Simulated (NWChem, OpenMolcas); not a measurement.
Predicting a hybrid from its neighbours: C2H2F4 (norflurane)

The species is C2H2F4 (8 atoms), meant as a singlet with charge 0. As SMILES, `FCC(F)(F)F`. The coordinates come from a PBE0-D4/def2-TZVP relaxation.

The HOMO–LUMO gap y, in eV, basis cc-pVDZ; a is the functional's share of exact exchange. Programs: NWChem 7.3.0, OpenMolcas 26.06.

| functional | program | a | y (eV) |
| --- | --- | --- | --- |
| PBE | OpenMolcas | 0 | 9.00 |
| BLYP | NWChem | 0 | 8.99 |
| B3LYP | OpenMolcas | 0.2 | ? |
| PBE0 | OpenMolcas | 0.25 | 12.06 |
| BHLYP | OpenMolcas | 0.5 | 14.75 |

Fit y = c + s·a to the known rows and predict B3LYP.


1. Means of the 4 rows: a = 0.1875, y = 11.200.
2. Σ(Δa)² = 0.17188, Σ(Δa·Δy) = 1.99, so the slope is 1.99/0.17188 = 11.578.
3. Intercept: 11.200 − (11.578) × 0.1875 = 9.029. The largest residual of the fit is 0.14.
4. B3LYP: 9.029 + (11.578) × 0.2 = 11.34 eV.

The run gave 11.41 eV, so the prediction is off by -0.07 eV, within the scatter of the fit. Exact exchange lowers occupied levels and raises empty ones.
